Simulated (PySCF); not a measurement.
CHF2CH2SH, C2H4F2S.
Z-matrix (Å and degrees, PBE0-D3(BJ)/def2-TZVP geometry), rows numbered from 1:
```
F 
C   1  1.3590
F   2  1.3509  1  107.58
C   2  1.5079  1  110.43  3  -121.83
S   4  1.8031  2  114.69  1    59.98
H   2  1.0964  1  107.51  3   116.04
H   4  1.0914  2  108.70  1   -64.79
H   4  1.0916  2  108.31  1   178.35
H   5  1.3418  4   96.22  2   -63.58
```

Computed with PySCF at wB97X-D/pcSseg-2, non-relativistic, on one gas-phase PBE0-D3(BJ)/def2-TZVP geometry that isn't relaxed in the solvent. The solvent is an IEF-PCM continuum (van der Waals radii × 1.2). The model holds no explicit solvent molecules, cavitation or dispersion.

Gas phase at wB97X-D/pcSseg-2: HOMO -9.10 eV, LUMO 1.96 eV, dipole 2.55 D.

**Question.** What does the continuum do to the energy, the frontier levels and the dipole at wB97X-D/pcSseg-2 in chloroform?

**Answer.** 
```json
{"solvent": "chloroform", "ε": "4.711", "E(solvent) − E(gas) (kJ/mol)": "-17.49", "polarisation term (kJ/mol)": "-19.82", "distortion of the solute (kJ/mol)": "2.33", "HOMO (eV)": "-9.06", "LUMO (eV)": "2.21", "dipole (D)": "3.14"}
```

The polarisation term is half the interaction of the solute with the surface charges that it induces; the rest is the cost of distorting the solute's density. The sum is the electrostatic part of solvation alone.

**Question.** Which radius a makes the point-dipole formula ΔE = −[(ε − 1)/(2ε + 1)]·μ²/a³ give the value in chloroform, with the gas-phase dipole?

**Answer.** μ = 1.003 au and |ΔE| = 0.00666 Eh give a = 2.00 Å; the farthest nucleus lies 2.20 Å from the centroid of the nuclei, so such a sphere wouldn't even hold the nuclei. The formula assumes a rigid point dipole at the centre of a sphere.

The pairwise dispersion term of wB97X-D wasn't added to the energies; at a given geometry it leaves orbitals and properties as they are.
